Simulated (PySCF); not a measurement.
NMR data simulated for an unnamed compound:

¹H NMR (400 MHz, computed): δ 6.83 (m, 1H), 6.55 (m, 1H), 6.26 (m, 1H), 1.29 (m, 6H).

¹³C{¹H} NMR (computed): δ 143.3 (CH), 142.5 (CH2), 20.9 (CH3).

- geometry from GFN2-xTB
- σ from GIAO-PBE0/pcSseg-1
- program: PySCF 2.14
- equivalent nuclei averaged, one computed conformer, in vacuum, non-relativistic

Chemical shifts δ = σref − σ; ¹H, ¹³C vs TMS, all at this level.

Question: Which of these does the molecule contain: a CH3CH2 unit, a vinyl group CH=CH2, a ketone, a CF3 group, a non-aromatic C=C double bond?

Answer: 
- A CH3CH2 unit: no.
- A vinyl group CH=CH2: yes (δC 142.5, 143.3; δH 6.55 (m), 6.83 (m), 6.26 (m)).
- A ketone: no.
- A CF3 group: no.
- A non-aromatic C=C double bond: yes.

The data belong to SMILES P(C=C)(C)(C)=O, C4H9OP; they needn't prove each group on their own.

Carbon signals by region: 2 in the sp2 and nitrile region (100–160 ppm), 1 below 50 ppm.

Splittings by ³¹P in the carbon and heteronuclear signals aren't shown, as no couplings were computed. Shifts are as computed. Against solution values, carbons near 30 ppm lie about +3 ppm off and those near 130 ppm about +5 ppm. Of 1211 compounds with measured shifts, 218 miss one by over three times the rms of a fit or turn the order of signals round; such compounds aren't used in these exercises. Multiplicities follow the n + 1 count of equivalent neighbours, as no J values were calculated; m marks all less simple cases, F and P coupling included.
